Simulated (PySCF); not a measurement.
Simulated C 1s region for `F[C@@H]1OC1`, binding energy against the vacuum level.

Every computed line was given a Gaussian of 0.5 eV full width at half maximum and an area set by the number of equivalent atoms; the highest printed point is 100. Theory: delta-SCF UKS SCAN, pcX-2 on the ionised atom, pcseg-1 elsewhere, spin-free X2C in PySCF 2.14.0.

binding energy (eV), intensity and a bar:
```
    292.2          0 
    292.3          1 
    292.4          5 #
    292.5         13 ####
    292.6         31 #########
    292.7         57 #################
    292.8         84 #########################
    292.9        100 ##############################
    293.0         95 #############################
    293.1         72 ######################
    293.2         44 #############
    293.3         22 ######
    293.4          8 ###
    293.5          3 #
    293.6          1 
    293.7          0 
    293.8          0 
    293.9          0 
    294.0          0 
    294.1          0 
    294.2          0 
    294.3          0 
    294.4          1 
    294.5          3 #
    294.6          8 ##
    294.7         21 ######
    294.8         44 #############
    294.9         72 ######################
    295.0         95 ############################
    295.1        100 ##############################
    295.2         85 #########################
    295.3         57 #################
    295.4         31 #########
    295.5         13 ####
    295.6          5 #
    295.7          1 
    295.8          0
```

Q: How many maxima does the curve show, and how many computed lines lie under it?

A: The curve has 2 maxima (at 292.9 and 295.1 eV). Under it lie 2 lines from 2 inequivalent carbon sites.

Q: Decompose the envelope and assign each component. Numbering: `[F:1][C@H:2]1[CH2:3][O:4]1`.

A: 
```csv
position (eV),relative area,line,atoms,environment
292.93,1,C 1s,C3,sp3 carbon bound to oxygen
295.07,1,C 1s,C2,sp3 C–F carbon
```

Q: What are the centre and the root-mean-square width of the whole band?

A: The area-weighted mean of the lines is 294.00 eV. Their own spread about it is 1.07 eV (rms) and each Gaussian has σ = 0.5/2.355 = 0.21 eV; the variances add, which gives 1.09 eV.

Q: Above which line width would these two lines show one maximum?

A: Two equal Gaussians merge once their distance is under 2σ = FWHM/1.177. With 2.15 eV between them that is a full width over 2.53 eV.

The listed C 1s values span 2.14 eV, from C3 (bonded to O, C and 2 H) to C2 (bonded to F, O, C and H). Summing the Pauling electronegativity differences to the bonded atoms, each weighted by its formal bond order, gives +0.19 for the lowest site and +1.97 for the highest.

Shake-up satellites, vibrational structure and lifetime widths aren't simulated. Isolated species at its PBE0-D3(BJ)/def2-SVP geometry, gas phase.

The run took 12 s of wall time on one thread of an Arm Neoverse V1, shared host.
